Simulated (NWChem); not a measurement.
System: disulfur (S$_{2}$, triplet); SMILES S=S

Output (shortened):

```
             Northwest Computational Chemistry Package (NWChem) 7.3.0
             --------------------------------------------------------

 ORDER OF PRIMARY AXIS IS BEING SET TO 4
 D4H symmetry detected

                             Geometry "geometry" -> ""
                             -------------------------

 Output coordinates in angstroms (scale by  1.889725989 to convert to a.u.)

  No.       Tag          Charge          X              Y              Z
 ---- ---------------- ---------- -------------- -------------- --------------
    1 S                   16.0000     0.00000000     0.00000000     0.96338500
    2 S                   16.0000     0.00000000     0.00000000    -0.96338500

 Effective nuclear repulsion energy (a.u.)      70.3090538798

      Symmetry information
      --------------------

 Group name             D4h
 Group number             28
 Group order              16
 No. of unique centers     1

                                 NWChem DFT Module
                                 -----------------

 Summary of "ao basis" -> "ao basis" (spherical)
 ------------------------------------------------------------------------------
       Tag                 Description            Shells   Functions and Types
 ---------------- ------------------------------  ------  ---------------------
 S                           sto-3g                  5        9   3s2p

      Symmetry analysis of basis
      --------------------------

        a1g         5
        a1u         0
        a2g         0
        a2u         5
        b1g         0
        b1u         0
        b2g         0
        b2u         0
        eg          4
        eu          4

            General Information
            -------------------
          SCF calculation type: DFT
          Wavefunction type:  spin polarized.
          No. of atoms     :     2
          No. of electrons :    32
           Alpha electrons :    17
            Beta electrons :    15
          Charge           :     0
          Spin multiplicity:     3
          Use of symmetry is: on ; symmetry adaption is: on
          Maximum number of iterations: 150
          AO basis - number of functions:    18
                     number of shells:    10
          Convergence on energy requested:  1.00D-06
          Convergence on density requested:  1.00D-05
          Convergence on gradient requested:  5.00D-04

              XC Information
              --------------
                  TPSS metaGGA Exchange Functional  1.000
             TPSS03 metaGGA Correlation Functional  1.000

             Grid Information
             ----------------
          Grid used for XC integration:  medium
          Radial quadrature: Mura-Knowles
          Angular quadrature: Lebedev.
          Tag              B.-S. Rad. Rad. Pts. Rad. Cut. Ang. Pts.
          ---              ---------- --------- --------- ---------
          S                   1.00       88           6.0       590
          Grid pruning is: on
          Number of quadrature shells:    88
          Spatial weights used:  Erf1

      Superposition of Atomic Density Guess
      -------------------------------------

 Sum of atomic energies:        -786.22429914

      Non-variational initial energy
      ------------------------------

 Total energy =    -785.995792
 1-e energy   =   -1236.732368
 2-e energy   =     380.427522
 HOMO         =      -0.011136
 LUMO         =      -0.011136

 !!!!!!!!!!!!!!!!!!!!!!!!!!!!!!!!!!!!!!!!!!!!!!!!!!!!!!!!!!!!!!!!!!!!!!
 Warning - the HOMO and LUMO are degenerate and you are using symmetry.
 This can lead to non-variational energies and poor convergence.
 Modify the initial guess, or use an open-shell wavefunction, or turn
 off symmetry.
 !!!!!!!!!!!!!!!!!!!!!!!!!!!!!!!!!!!!!!!!!!!!!!!!!!!!!!!!!!!!!!!!!!!!!!

   Symmetry analysis of molecular orbitals - initial alpha
   -------------------------------------------------------

  Numbering of irreducible representations:

     1 a1g         2 a1u         3 a2g         4 a2u         5 b1g
     6 b1u         7 b2g         8 b2u         9 eg         10 eu

  Orbital symmetries:

     1 a2u         2 a1g         3 a1g         4 a2u         5 a1g
     6 a2u         7 eg          8 eg          9 eu         10 eu
    11 a1g        12 a2u        13 a1g        14 eu         15 eu
    16 eg         17 eg         18 a2u

   Symmetry analysis of molecular orbitals - initial beta
   ------------------------------------------------------

  Numbering of irreducible representations:

     1 a1g         2 a1u         3 a2g         4 a2u         5 b1g
     6 b1u         7 b2g         8 b2u         9 eg         10 eu

  Orbital symmetries:

     1 a2u         2 a1g         3 a1g         4 a2u         5 a1g
     6 a2u         7 eg          8 eg          9 eu         10 eu
    11 a1g        12 a2u        13 a1g        14 eu         15 eu
    16 eg         17 eg         18 a2u

     ---------------------------------------------
      Total Density - Mulliken Population Analysis
     ---------------------------------------------

    Atom       Charge   Shell Charges
 -----------   ------   -------------------------------------------------------
    1 S   16    16.00   2.00  2.00  5.97  1.92  4.12
    2 S   16    16.00   2.00  2.00  5.97  1.92  4.12

     --------------------------------------------
      Spin Density - Mulliken Population Analysis
     --------------------------------------------

    Atom       Charge   Shell Charges
 -----------   ------   -------------------------------------------------------
    1 S   16     1.00   0.00  0.00  0.02  0.00  0.98
    2 S   16     1.00   0.00  0.00  0.02  0.00  0.98

   convergence    iter        energy       DeltaE   RMS-Dens  Diis-err
 ---------------- ----- ----------------- --------- --------- ---------
 d= 0,ls=0.0,diis     1   -787.5635179071 -8.58D+02  1.28D-02  1.87D-02
                                                     9.91D-03  2.43D-02
 d= 0,ls=0.0,diis     2   -787.5718945816 -8.38D-03  2.77D-03  3.40D-04
                                                     2.83D-03  3.47D-04
 d= 0,ls=0.0,diis     3   -787.5722999691 -4.05D-04  4.24D-04  1.06D-05
                                                     3.75D-04  8.33D-06
 d= 0,ls=0.0,diis     4   -787.5723115937 -1.16D-05  4.26D-06  6.43D-10
                                                     3.34D-06  3.30D-10
 d= 0,ls=0.0,diis     5   -787.5723115946 -8.30D-10  1.16D-07  2.89D-13
                                                     2.19D-07  1.64D-12

         Total DFT energy =     -787.572311594555
      One electron energy =    -1234.986157312626
           Coulomb energy =      428.770277236022
    Exchange-Corr. energy =      -51.665485397721
 Nuclear repulsion energy =       70.309053879769

 Numeric. integr. density =       32.000000159148

                  Occupations of the irreducible representations
                  ----------------------------------------------

                     irrep           alpha         beta
                     --------     --------     --------
                     a1g               5.0          5.0
                     a1u               0.0          0.0
                     a2g               0.0          0.0
                     a2u               4.0          4.0
                     b1g               0.0          0.0
                     b1u               0.0          0.0
                     b2g               0.0          0.0
                     b2u               0.0          0.0
                     eg                4.0          2.0
                     eu                4.0          4.0

                    DFT Final Alpha Molecular Orbital Analysis
                    ------------------------------------------

 Vector   15  Occ=1.000000D+00  E=-1.970636D-01  Symmetry=eu
              MO Center= -5.1D-29,  1.8D-28, -5.3D-15, r^2= 1.8D+00
   Bfn.  Coefficient  Atom+Function         Bfn.  Coefficient  Atom+Function
  ----- ------------  ---------------      ----- ------------  ---------------
     8      0.664638  1 S  py                17      0.664638  2 S  py
     4     -0.213824  1 S  py                13     -0.213824  2 S  py
     7     -0.192800  1 S  px                16     -0.192800  2 S  px
     3      0.062027  1 S  px                12      0.062027  2 S  px

 Vector   16  Occ=1.000000D+00  E=-6.117055D-02  Symmetry=eg
              MO Center= -6.1D-31, -5.6D-31,  7.8D-15, r^2= 2.0D+00
   Bfn.  Coefficient  Atom+Function         Bfn.  Coefficient  Atom+Function
  ----- ------------  ---------------      ----- ------------  ---------------
     7      0.573634  1 S  px                16     -0.573634  2 S  px
     8      0.522698  1 S  py                17     -0.522698  2 S  py
     3     -0.177147  1 S  px                12      0.177147  2 S  px
     4     -0.161417  1 S  py                13      0.161417  2 S  py

 Vector   17  Occ=1.000000D+00  E=-6.117055D-02  Symmetry=eg
              MO Center= -6.7D-31,  7.4D-31,  5.7D-15, r^2= 2.0D+00
   Bfn.  Coefficient  Atom+Function         Bfn.  Coefficient  Atom+Function
  ----- ------------  ---------------      ----- ------------  ---------------
     8     -0.573634  1 S  py                17      0.573634  2 S  py
     7      0.522698  1 S  px                16     -0.522698  2 S  px
     4      0.177147  1 S  py                13     -0.177147  2 S  py
     3     -0.161417  1 S  px                12      0.161417  2 S  px

[...]
```

Level: TPSS/STO-3G, spin-unrestricted. All runs use the structure optimised with B3LYP/6-31G* (spherical d), spin-unrestricted. No stability test was run on the SCF state.

**Question.** Which NWChem input produces such a log?

**Answer.** One answer among several that fit: the input that was run:
```
start job
memory heap 200 mb stack 900 mb global 1100 mb
geometry units angstroms noautoz
  S      0.000000     0.000000     0.963385
  S      0.000000     0.000000    -0.963385
end
basis spherical
  S library sto-3g
end
dft
  odft
  mult 3
  xc xtpss03 ctpss03
  iterations 150
  mulliken
end
task dft energy
```
